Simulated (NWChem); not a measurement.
N2H4 anion, doublet; SMILES of the neutral closed-shell parent NN

```xyz
6

N     -0.0609     0.7233     0.0962
N      0.0609    -0.7233     0.0962
H      0.9028     1.0640     0.1925
H     -0.3415     1.0203    -0.8662
H     -0.9028    -1.0640     0.1925
H      0.3415    -1.0203    -0.8662
```
Atoms are numbered in this order, from 1.

Computed with NWChem. Spin-unrestricted. In the optimisation the excess spin sits in a (C2, its own frame). Sets without diffuse functions describe the anion's extra electron poorly. The geometry was optimised at B3LYP/def2-SVPD, spin-unrestricted. This spin state was assumed; another may lie lower. No stability test was run on the SCF state. The highest occupied level is positive in some or all of these runs, so the extra electron may be held by the finite basis. Level B3LYP/def2-SVP: energy and gradient on several grids; changes count from the extra-fine grid, which is no exact limit either.

**Question.** Which is the coarsest grid (fine; medium; xcoarse; coarse; xfine) from which on the energy stays within 500 μHa and each gradient component within 500 μHa/bohr of xfine?

**Answer.** coarse.
```
grid     size of the energy change (μHa)  largest change of a gradient component (μHa/bohr)
-------  -------------------------------  -------------------------------------------------
xcoarse                              500                                                800
coarse                              < 10                                                 70
medium                              < 10                                               < 30
fine                                < 10                                               < 30
xfine                               < 10                                               < 30
```
